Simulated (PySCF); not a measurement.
Simulated absorption spectrum

Compound: C3H7NS.
SMILES: `CN(C)C=S`

Method: PySCF 2.14.0, density-fitted response routines, TDDFT PBE0/def2-SVPD, vertical, gas phase, core orbitals frozen in the response. Isolated species at its PBE0-D3(BJ)/def2-SVP geometry, gas phase. Torsions of this conformer, `[CH3:1][N:2]([CH3:3])[CH:4]=[S:5]`: C1–N2–C4–S5 -179°.

Computed states:

```tsv
state	E (eV)	f
S1	3.51	0.0000
S2	5.15	0.230
S3	5.57	0.115
S4	5.85	0.040
S5	6.30	0.040
S6	6.49	0.070
S7	6.73	0.010
S8	6.88	0.0020
S9	6.96	0.019
S10	7.05	0.0011
```

Each state is given a Gaussian of 0.25 eV full width at half maximum, with ε(max) = 2.175×10⁸ f / Δν̃ (Δν̃ the width in cm⁻¹). The width is an assumption, not a result. The curve ends short of the highest state used, and states not computed would add to its high-energy end.

(1) Give the broadened spectrum and its maxima.

(2) On this curve, what absorbance would a 10⁻⁴ mol/L sample give at 248 nm over a 1 cm path?

(3) Coming from long wavelengths, where does ε first pass 100 L mol⁻¹ cm⁻¹?

(4) Does any computed singlet lie in the visible range?

## Answers

(1) 
```csv
E (eV),ε (L mol⁻¹ cm⁻¹)
3.13,0
3.21,0
3.28,0
3.36,1
3.44,2
3.52,2
3.59,2
3.67,1
3.75,0
3.82,0
3.90,0
3.98,0
4.06,0
4.13,0
4.21,0
4.29,0
4.36,0
4.44,0
4.52,0
4.60,0
4.67,1
4.75,20
4.83,264
4.90,1550
4.98,6884
5.06,17334
5.14,24739
5.21,21226
5.29,10769
5.37,4841
5.44,6139
5.52,10931
5.60,12285
5.68,8719
5.75,5884
5.83,4930
5.91,3837
5.98,2160
6.06,956
6.14,1461
6.22,3466
6.29,5522
6.37,7457
6.45,8714
```

Maxima: 241 nm (5.15 eV), ε about 25000, made up of S2 (100%); 222 nm (5.58 eV), ε about 13000, made up of S3 (99%) (ε in L mol⁻¹ cm⁻¹; maxima over ε = 5, shares over 10%). At its high-energy end, 6.45 eV, the curve is still rising (ε about 8700, from S5 and S6).

(2) 248 nm is 4.999 eV, where ε is about 9100 L mol⁻¹ cm⁻¹, so A = ε c l ≈ 0.91 (Beer–Lambert, with the gas-phase spectrum and the assumed width).

(3) At about 258 nm (4.80 eV), 1.29 eV above S1.

(4) No computed singlet lies in the visible range (380 to 750 nm); the lowest, at 354 nm, stands 0.24 eV above its violet end (3.26 eV); a Tamm–Dancoff triplet lies at 394 nm, without intensity as long as spin–orbit coupling is left out.

All these states lie below the vertical ionisation energy of 8.22 eV (ΔSCF).

On an Arm Neoverse V1 with one thread, shared host with 32 logical CPUs at a one-minute load of 22, this took 64 s of wall time (with the writing of density and orbital grids) and 0.71 GiB of memory at its peak.
